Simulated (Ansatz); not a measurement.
Consider the substitution at a C–O bond: `NC(O)O` + CH₃OH → `COC(N)O` + H₂O.

Isolated molecules relaxed with PBE0-D4/def2-TZVP in Ansatz; ΔE leaves out vibrations. CCSD(T)/CBS adds triple-zeta CCSD(T) − MP2 to the extrapolated MP2 energy (def2 sets, frozen cores). This one scheme is used for every species. Functionals use def2-TZVPP. B3LYP here is the variant with VWN-RPA as its local correlation; programs differ in this. Each species was taken in one conformer, which may not be the lowest.

| level | ΔE (kJ/mol) | difference from CCSD(T)/CBS |
| --- | --- | --- |
| PBE-D4 | -8.7 | 4.7 |
| B3LYP-D4 | -9.8 | 3.6 |
| ωB97X-V | -9.6 | 3.8 |
| ωB97M-V | -10.1 | 3.3 |
| B2PLYP | -8.3 | 5.1 |
| SCS-MP2/def2-TZVPP | -11.2 | 2.2 |
| CCSD/def2-TZVPP | -10.7 | 2.7 |
| HF/def2-QZVPP | -4.5 | 8.9 |
| SCS-MP2/def2-QZVPP | -11.9 | 1.5 |
| MP2/CBS(def2) | -15.1 | -1.7 |
| CCSD(T)/CBS | -13.4 | 0 |

Largest T1 diagnostic among the species: 0.011.

In def2-TZVPP, CCSD(T) changes the Hartree–Fock value by −7.8 kJ/mol (the triples alone add −1.4 kJ/mol) and MP2 by −9.6 kJ/mol. The D4 term adds −5.1 kJ/mol with B3LYP and −3.0 kJ/mol with PBE0; it sums over pairs of atoms, weighted by their polarisabilities, and B3LYP, whose exchange is more repulsive, gets the larger term.
